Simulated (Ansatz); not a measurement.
System: fluorite SrCl2. Method: PBE (Ansatz, an electronic-structure program, plane waves, PAW).

Total energies, extrapolated to zero smearing (they compare only within this program, potentials and cutoff; free atoms with spin allowed, lowest state found):

```
system                   energy (eV/atom)
-----------------------  ----------------
fluorite SrCl2, relaxed        -1903.5774
free Sr atom                   -3542.6090
free Cl atom                   -1078.0161
```

Task: Work out the cohesive energy per atom.

Result: E_coh = [1 × (-3542.6090) + 2 × (-1078.0161)]/3 − (-1903.5774) = 4.03 eV/atom. The reference value is 4.28 ± 0.03 eV/atom (worked out here from tabulated enthalpies at 298 K, brought to a static lattice with a Debye model, atoms in their spin–orbit ground levels; inputs from the CRC Handbook), a difference of -0.25 eV/atom.

The PAW data were made under PBE.
